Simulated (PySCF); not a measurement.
Bonds broken one at a time in the series Ga Cl-CH3. Gas-phase values, no solvent. Strings in code marks are SMILES.

Calculation: PBE0-D4/def2-TZVP (PySCF). 

```
species                                   dipole moment (D)
----------------------------------------  -----------------
whole molecule (`[Cl][Ga]([Cl])[Cl]`)                  0.00
radical fragment (`[Cl]`)                              0.00
radical fragment (`[Cl][Ga][Cl]`)                      1.76
whole molecule (`[CH3][Ga]([Cl])[Cl]`)                  [?]
radical fragment (`[CH3]`)                             0.00
whole molecule (`[Cl][Ga]([CH3])[CH3]`)                2.82
radical fragment (`[Ga]([CH3])[CH3]`)                   [?]
whole molecule (`[CH3][Ga]([CH3])[CH3]`)               0.00
```

### Question
Some entries are withheld; supply them.

### Answer

- whole molecule (`[CH3][Ga]([Cl])[Cl]`), dipole moment (D): 2.79
- radical fragment (`[Ga]([CH3])[CH3]`), dipole moment (D): 0.51
